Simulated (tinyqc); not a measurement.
Worked calculation: coupled-perturbed Hartree-Fock on RHF in the sto-3g basis, for H3O+, spin multiplicity 1. One step of it, computed by the program tinyqc.

Question. Iteration 1: diagonalisation and new density. Diagonalise F' = X^T F X, C = X C', fill 5 alpha and 5 beta electrons from the bottom; D = 2 C_occ C_occ^T. Each column has its largest component positive (the first on a tie).

Fock matrix F (hartree):
```
             1O 1s      1O 2s     1O 2px     1O 2py     1O 2pz      2H 1s      3H 1s      4H 1s
1O 1s   -20.664150  -5.288072  -0.000005   0.000000   0.023642  -1.109076  -1.107896  -1.107896
1O 2s    -5.288072  -2.826530  -0.000017   0.000000   0.131920  -1.149967  -1.149164  -1.149164
1O 2px   -0.000005  -0.000017  -0.859571   0.000000   0.000024  -0.588589   0.294397   0.294397
1O 2py    0.000000   0.000000   0.000000  -0.859430   0.000000   0.000000  -0.509508   0.509508
1O 2pz    0.023642   0.131920   0.000024   0.000000  -0.824557   0.251653   0.251447   0.251447
2H 1s    -1.109076  -1.149967  -0.588589   0.000000   0.251653  -0.845035  -0.434457  -0.434457
3H 1s    -1.107896  -1.149164   0.294397  -0.509508   0.251447  -0.434457  -0.844508  -0.434363
4H 1s    -1.107896  -1.149164   0.294397   0.509508   0.251447  -0.434457  -0.434363  -0.844508
```

X:
```
            1O 1s      1O 2s     1O 2px     1O 2py     1O 2pz      2H 1s      3H 1s      4H 1s
1O 1s    1.024886  -0.148742  -0.000004   0.000000   0.007483   0.019664   0.019652   0.019652
1O 2s   -0.148742   1.294692   0.000079   0.000000  -0.078686  -0.254828  -0.254516  -0.254516
1O 2px  -0.000004   0.000079   1.105681   0.000000  -0.000029  -0.252498   0.126226   0.126226
1O 2py   0.000000   0.000000   0.000000   1.105524   0.000000   0.000000  -0.218473   0.218473
1O 2pz   0.007483  -0.078686  -0.000029   0.000000   1.022700   0.073788   0.073674   0.073674
2H 1s    0.019664  -0.254828  -0.252498   0.000000   0.073788   1.188196  -0.070803  -0.070803
3H 1s    0.019652  -0.254516   0.126226  -0.218473   0.073674  -0.070803   1.187925  -0.070802
4H 1s    0.019652  -0.254516   0.126226   0.218473   0.073674  -0.070803  -0.070802   1.187925
```

Give: F' = X^T F X; orbital energies; coefficients C; D after iteration 1.

Answer.

F' = X^T F X (hartree):
```
         1       2       3       4       5       6       7       8
1  -20.271  -2.756   0.000   0.000   0.039  -0.154  -0.154  -0.154
2   -2.756  -1.471   0.000   0.000  -0.024  -0.493  -0.493  -0.493
3    0.000   0.000  -0.597   0.000   0.000  -0.505   0.253   0.253
4    0.000   0.000   0.000  -0.597   0.000   0.000  -0.437   0.437
5    0.039  -0.024   0.000   0.000  -0.774   0.149   0.149   0.149
6   -0.154  -0.493  -0.505   0.000   0.149  -0.281  -0.110  -0.110
7   -0.154  -0.493   0.253  -0.437   0.149  -0.110  -0.282  -0.110
8   -0.154  -0.493   0.253   0.437   0.149  -0.110  -0.110  -0.282
```

orbital energies (hartree): MO1 -20.674, MO2 -1.661, MO3 -1.039, MO4 -1.038, MO5 -0.813, MO6 0.130, MO7 0.270, MO8 0.270

coefficients C:
```
           MO1     MO2     MO3     MO4     MO5     MO6     MO7     MO8
1O 1s    0.994  -0.227   0.000   0.000  -0.069  -0.174   0.000   0.000
1O 2s    0.029   0.794   0.000   0.000   0.314   1.082   0.000  -0.002
1O 2px   0.000   0.000   0.720   0.000   0.000  -0.002   0.000  -0.894
1O 2py   0.000   0.000   0.000   0.721   0.000   0.000   0.894   0.000
1O 2pz  -0.003  -0.135   0.000   0.000   0.945  -0.397   0.000   0.001
2H 1s   -0.005   0.139   0.391   0.000  -0.067  -0.640   0.000   0.985
3H 1s   -0.005   0.139  -0.196   0.339  -0.067  -0.643  -0.851  -0.490
4H 1s   -0.005   0.139  -0.196  -0.339  -0.067  -0.643   0.851  -0.490
```

D after iteration 1:
```
         1O 1s   1O 2s  1O 2px  1O 2py  1O 2pz   2H 1s   3H 1s   4H 1s
1O 1s    2.087  -0.345   0.000   0.000  -0.075  -0.065  -0.065  -0.065
1O 2s   -0.345   1.458   0.000   0.000   0.379   0.179   0.178   0.178
1O 2px   0.000   0.000   1.038   0.000   0.000   0.564  -0.282  -0.282
1O 2py   0.000   0.000   0.000   1.039   0.000   0.000   0.489  -0.489
1O 2pz  -0.075   0.379   0.000   0.000   1.822  -0.164  -0.164  -0.164
2H 1s   -0.065   0.179   0.564   0.000  -0.164   0.354  -0.106  -0.106
3H 1s   -0.065   0.178  -0.282   0.489  -0.164  -0.106   0.354  -0.106
4H 1s   -0.065   0.178  -0.282  -0.489  -0.164  -0.106  -0.106   0.354
```
